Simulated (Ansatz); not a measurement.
Barrier H + H2 via H3, on the benchmark's geometries as Psi4's copy gives them; open shells unrestricted, no zero-point energy, no spin–orbit coupling.
Transition structure (charge 0, multiplicity 2, Z-matrix in Å and degrees):
```
H
H 1 0.9295
H 1 0.9295 2 180.00
```

CBS(a, b) extrapolates the correlation energy as X⁻³ and adds the Hartree–Fock energy of set b.

Codes used: Ansatz (a program for electronic structure). Each number belongs to the level named beside it.

Barrier heights (kcal/mol): PBE/def2-TZVPPD 3.59; B3LYP/def2-TZVPPD 4.22; wB97M-V/def2-TZVPPD 8.65; CCSD(T)/CBS(aug-cc-pVTZ, aug-cc-pVQZ) 9.63.

Q: With all else equal, by what factor does exp(−ΔE‡/RT) at 298.15 K differ from its value at CCSD(T)/CBS(aug-cc-pVTZ, aug-cc-pVQZ)?

A: 
RT = 0.5925 kcal/mol, so the factor is exp(−(ΔE‡ − 9.63)/RT): PBE/def2-TZVPPD 27000; B3LYP/def2-TZVPPD 9300; wB97M-V/def2-TZVPPD 5.2. Each 1.36 kcal/mol is a factor of ten. CCSD(T)/CBS(aug-cc-pVTZ, aug-cc-pVQZ) is the comparison, a level with limits of its own.
